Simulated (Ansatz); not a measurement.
# CHBSi: the cost of one run

The runs use Ansatz 0.2.0, Gaussian basis; def2-TZVPP, core rule «outside noble gas», up to 7 orbitals frozen.

Plan: UHF; ROHF; CCSD(T) on UHF.

2 further runs of the same task are left out: 2 set aside as unsound or not needed.

### 1 What is computed

The geometry is a PBE0/def2-TZVP stationary point (not a proven minimum) of the parent state, kept for this charge and spin.

4 atoms, charge 0, spin multiplicity 3.

Atoms are counted from 1 here; the program's logs count them from 0.

Bond lengths: B1–C2 1.363 Å, B1–H4 1.175 Å, C2–Si3 1.675 Å. Angles: C2–B1–H4 180.0°, B1–C2–Si3 180.0°.

### 2 UHF

File in.yaml:

```yaml
crystal:
  periodic: [false, false, false]
  atoms:
    - {symbol: B, position_ang: [0.000000, 0.000000, 0.806500]}
    - {symbol: C, position_ang: [0.000000, 0.000000, -0.556100]}
    - {symbol: Si, position_ang: [0.000000, 0.000000, -2.231400]}
    - {symbol: H, position_ang: [0.000000, 0.000000, 1.981000]}
basis:
  gaussian: {orbitals: def2-TZVPP}
magnetization: {spin_polarized: true, initial_magnetization: 2}
hamiltonian: {xc: hf}
output: {orbitals: {seedname: orbitals}}
```

On the command line:

```
ansatz run in.yaml --threads 1 --pin off --events-out ev --progress --plain --max-ram 4096MiB --backend cpu
```

Q: Estimate wall time and peak memory on 1 thread of AMD EPYC 7R13, shared host.

About 9 s, with a peak of 0.26 GiB.
